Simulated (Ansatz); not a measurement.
```yaml
crystal:
  periodic: [false, false, false]
  atoms:
    - {symbol: C, position_ang: [-1.257226, 0.793732, -0.595304]}
    - {symbol: C, position_ang: [-0.238637, -0.029810, -0.035870]}
    - {symbol: Si, position_ang: [1.225130, -0.804260, 0.446841]}
basis:
  gaussian: {orbitals: "6-31++G**"}
hamiltonian: {xc: {name: RPBE}}
relax: {f_tol: 0.001, max_steps: 2}
output: {forces: true}
```

```sh
$ ansatz run in.yaml --threads 2 --pin off --events-out ev --progress --plain --max-ram 32768MiB --backend cpu
```

Output, abridged:

```
Functional definition: RPBE
597 factors; their error is unknown
mean field evaluation 1: about -9935.0999 eV, gradient 5.8e1 eV
mean field evaluation 2: about -9840.2874 eV, gradient 1.4e2 eV
mean field evaluation 4: about -9941.0417 eV, gradient 3.5e1 eV
mean field evaluation 8: about -9945.4407 eV, gradient 1.5e-1 eV
mean field evaluation 16: about -9945.4080 eV, gradient 1.6e-3 eV
mean field -9945.40801847 eV, -365.4870034391 hartree, gradient 5.1e-6 eV, S^2 0.000000; 0 other end points of the search recorded, 0 dependent functions left out
reference -9945.40806087 eV, -365.4870049973 hartree; 13, 13 occupied and 48, 48 virtual orbitals, 597 factors
relax step   1: F+E_penalty+E_count = -9945.40801847 eV  Δ(F+E_penalty+E_count) = +0.000e0 eV  max|allowed force component| = 3.862e0 eV/Å  Δτ_max = 0.0000 Å  (32 SCF iters, accepted)
597 factors; their error is unknown
mean field -9945.74505178 eV, -365.4993891847 hartree, gradient 4.1e-6 eV, S^2 0.000000; 0 other end points of the search recorded, 0 dependent functions left out
reference -9945.74509321 eV, -365.4993907074 hartree; 13, 13 occupied and 48, 48 virtual orbitals, 597 factors
relax step   2: F+E_penalty+E_count = -9945.74505178 eV  Δ(F+E_penalty+E_count) = -3.370e-1 eV  max|allowed force component| = 1.073e0 eV/Å  Δτ_max = 0.0610 Å  (33 SCF iters, accepted)
Error: geometry relaxation did not converge after 2 steps: max|allowed force component| = 1.07e0 eV/Å (threshold 1.0e-3). Raise `relax.max_steps` over both its present limit and 2, loosen `relax.f_tol`, or start from a geometry closer to equilibrium. Where this run's directory can be resumed (`checkpoint.write`), a resume goes on for up to `relax.max_steps` more
```

Task: What is wrong with this run?

Result: The relaxation is allowed too few steps for its threshold. The calculation stopped without meeting its thresholds.
